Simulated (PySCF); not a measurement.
Species: CH7PSi.
Atom-mapped SMILES: `[CH3:1][SiH2:2][PH2:3]` (hydrogens: H4, H5, H6 on C1; H7, H8 on Si2; H9, H10 on P3)

A GFN2-xTB structure was refined with PySCF, PBE0-D3(BJ)/def2-SVP geometry optimisation, gas phase. Its GFN2-xTB values:

```tsv
coordinate	GFN2-xTB
C1–Si2	1.910 Å
C1–H4	1.086 Å
Si2–P3	2.247 Å
Si2–H7	1.467 Å
P3–H9	1.383 Å
C1–Si2–P3	112.5°
C1–Si2–H7	110.7°
Si2–C1–H4	111.4°
Si2–P3–H9	95.4°
P3–Si2–H7	105.9°
H4–C1–H5	107.5°
H7–Si2–H8	110.1°
H9–P3–H10	92.1°
```

**Question.** How do these coordinates change at the PBE0-D3(BJ)/def2-SVP level?

**Answer.** 
```
coordinate  PBE0-D3(BJ)/def2-SVP (Å or °)  change
     P3–H9                          1.430  +0.047
    C1–Si2                          1.880  -0.030
    Si2–H7                          1.496  +0.029
    Si2–P3                          2.269  +0.022
     C1–H4                          1.101  +0.015
 H7–Si2–H8                          107.9    -2.2
 Si2–P3–H9                           93.6    -1.8
 C1–Si2–P3                          114.2    +1.7
 H9–P3–H10                           93.4    +1.3
 P3–Si2–H7                          106.7    +0.8
  H4–C1–H5                          108.2    +0.7
 Si2–C1–H4                          110.8    -0.6
 C1–Si2–H7                          110.5    -0.2
```

The energy falls by 15.5 kJ/mol over 15 energy and gradient evaluations, the largest force component goes from 0.0271 to 1.3e-04 Eh/bohr, and the atoms move by 0.408 Å rms after alignment. Among the bonds, P3–H9 and P3–H10 change most and about equally (+0.047 Å). Bonds longer at the end by more than 0.005 Å: 8 of 9; shorter: 1. Among the dihedrals that turn most is H6–C1–Si2–H8, from -12° to -60°. Rotational constants go from 13968, 3378, 2924 to 14293, 3306, 2892 MHz.

The run used 85 basis functions and 88 SCF cycles in all. The run took 36 s wall on an x86-64 server with one thread, no GPU (shared host).

PBE0-D3(BJ)/def2-SVP frequencies: not computed here. One conformer, not necessarily the lowest.
